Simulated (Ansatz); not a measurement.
Si–CH₃: how the vertical ionisation to the singlet moves with the basis

Si–CH3, doublet; coordinates (Å): Si -0.001 0.000 0.686; C -0.012 0.000 -1.203; H -0.443 -0.894 -1.661; H -0.443 0.894 -1.661; H 1.061 0.000 -1.462. Quantity: vertical ionisation to the singlet.

Ansatz 0.2.0, basis cc-pVDZ or cc-pVTZ; geometries are PBE0/def2-TZVP minima. Wave-function levels freeze the cores; HF, MP2 and coupled cluster are restricted for singlets and unrestricted otherwise, Kohn–Sham unrestricted where that lies lower. The reference is CCSDT(Q) (coupled cluster only where its series has nearly closed). Semilocal and hybrid functionals correlate all electrons outside any core potential and usually lie nearer their basis limit than the reference, so part of their error here is the reference's basis and frozen-core error; RPA and the MP2 part of double hybrids freeze the same cores as the reference. None of these values is a measured one. Energies are electronic, without zero-point terms. No spin–orbit coupling and no scalar relativity. The species are chosen: bound, without strong static correlation by their natural occupations or amplitudes, in their lowest spin state as far as vertical gaps and like structures tell, with only the lowest ion state computed, and with a ladder that closes on the reference, so errors are smaller than for species at large; levels whose determinant breaks symmetry or spin markedly are left out.

| level | cc-pVDZ (eV) | cc-pVTZ (eV) |
| --- | --- | --- |
| reference | 6.893 (CCSDT(Q)) | 7.078 (CCSDT(Q)) |
| MP2 | 6.857 | 6.985 |
| CCSD(T) | 6.892 | 7.071 |
| CCSDT | 6.894 | 7.078 |
| PBE | 7.098 | 7.125 |
| B3LYP | 7.117 | 7.141 |
| wB97M-V | 6.859 | 6.881 |
| RPA-PBE | 7.078 | 7.372 |

From cc-pVDZ to cc-pVTZ the reference moves by 0.185 eV and PBE by 0.027; the step from CCSD(T) to the reference is 0.001 in the first and 0.007 in the last.
